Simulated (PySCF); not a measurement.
**SiH₄: PBE0 against B3LYP**

Base calculation in PySCF with density fitting and no spin–orbit coupling, PBE0/def2-TZVP (no relativity): singlet, Td, Si–H 1.485 Å (×4); wavenumbers 908 (×3), 969 (×2), 2235, 2245 (×3) cm⁻¹; gap between the highest occupied and lowest empty levels 10.93 eV, polar-tensor charge of Si 0.91 e, atomisation energy (no zero-point energy) 1319 kJ/mol.

Q: What changes on going to B3LYP/def2-TZVP (no relativity)?

A: The point group stays the same. Changes: mean bond to Si -0.005 Å, highest wavenumber 0 cm⁻¹, lowest wavenumber +17 cm⁻¹, gap between the highest occupied and lowest empty levels -0.41 eV, polar-tensor charge of Si +0.04 e, atomisation energy (no zero-point energy) +35 kJ/mol. The new structure has Si–H 1.480 Å (×4), with wavenumbers 925 (×3), 979 (×2), 2238, 2245 (×3) cm⁻¹.

Only the bonding shown was studied: isomers, or loss of a ligand pair, can lie lower.
